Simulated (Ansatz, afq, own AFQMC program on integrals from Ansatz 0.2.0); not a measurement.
AFQMC on a folder of integrals that Ansatz 0.2.0 wrote.

```yaml
crystal:
  periodic: [false, false, false]
  atoms:
    - {symbol: Ge, position_ang: [-0.310537, -0.002361, 0.000972]}
    - {symbol: N, position_ang: [1.781393, 0.013546, -0.005573]}
    - {symbol: H, position_ang: [-0.802824, 1.453266, 0.004027]}
    - {symbol: H, position_ang: [-0.782222, -0.736976, 1.265511]}
    - {symbol: H, position_ang: [-0.790150, -0.734351, -1.262108]}
basis:
  gaussian: {orbitals: cc-pVDZ}
magnetization: {spin_polarized: true, initial_magnetization: 2}
correlation: {method: ccsd_t, electrons: outside_noble_gas, hamiltonian_folder: ham}
```

```sh
$ ansatz run in.yaml --threads 1 --pin off --events-out ev --progress --plain --max-ram 1382MiB
```

afq runs on the folder ham with

```
--method phaseless --trial cisd --walkers 60 --populations 1 --least-time 40 --time-step 0.005 --steps-per-block 50 --equilibration-blocks 28 --max-blocks 300 --target-error 0.00042 --factor-cut 1e-05 --start spin_pure --seed 2778 --release-times 0.24,0.51,0.99,1.62,2.4 --release-step 0.03 --release-every 4 --taylor-order 6
```

Times are imaginary, in 1/Eh. The walk had a cap of 1833 s. Filled inner d shells are frozen with the cores.

```
orbitals 41  electrons 7 5  factors 325 of 591
reference energy -2131.45133552 Eh
CCSD correlation -0.23922673 Eh in 12 cycles, weight of the determinant in the CISD state 0.8824
energy of the start -2131.688617 Eh
 block  time / (1/Eh)  mean weight  energy / Eh
     1     0.250  0.9999  -2131.686119
     2     0.500  1.0001  -2131.687644
     3     0.750  1.0001  -2131.688551
     4     1.000  1.0009  -2131.691447
     5     1.250  1.0005  -2131.691655
    10     2.500  1.0019  -2131.697829
    29     7.250  1.0024  -2131.699529
    49    12.250  0.9995  -2131.692418
    69    17.250  1.0008  -2131.694717
    89    22.250  1.0016  -2131.695967
   109    27.250  0.9978  -2131.694743
   129    32.250  0.9996  -2131.695939
   141    35.250  0.9984  -2131.709823
   149    37.250  1.0002  -2131.696727
   169    42.250  0.9993  -2131.692287
   185    46.250  1.0002  -2131.695018
blocks merged  error / Eh  count
     1  0.000232  160
     2  0.000271  80
     4  0.000313  40
     8  0.000337  20
    16  0.000268  10
released: time / (1/Eh)  energy / Eh  error  mean overlap
  0.24  -2131.696749  0.000457  0.9945
  0.51  -2131.696777  0.000388  0.9957
  0.99  -2131.696440  0.000410  1.0016
  1.62  -2131.697463  0.000536  0.9891
  2.40  -2131.697444  0.000622  0.9882
energy -2131.696183 +/- 0.000337 Eh
(rows thinned)
```

Estimate how long the walk took on 1 thread of Arm Neoverse V2, with other jobs on the host.

6.3 min of wall time.

The run passed its tests (sampling time, drift between the halves within three errors, error under three times the target), which doesn't prove that it has relaxed.

Against this walk (error 9.2 meV) on the same determinant: CCSD(T) 8.2 meV higher (within the noise). The error is statistical and leaves out the bias of the constraint. Released to 2.40 1/Eh the energy moves by -34 ± 19 meV (both errors), within twice the noise.

Cautions: constraint bias not in the error; no relativity below Rb; no spin-orbit coupling; inner d shell frozen; lower spins were not checked; unrestricted determinant slightly spin contaminated (⟨S²⟩ 2.06 against 2.00).

A walk keeps the symmetry of its determinant, which the program's search chose and which needn't be the lowest solution, so a lower state of the same spin and another symmetry isn't excluded.
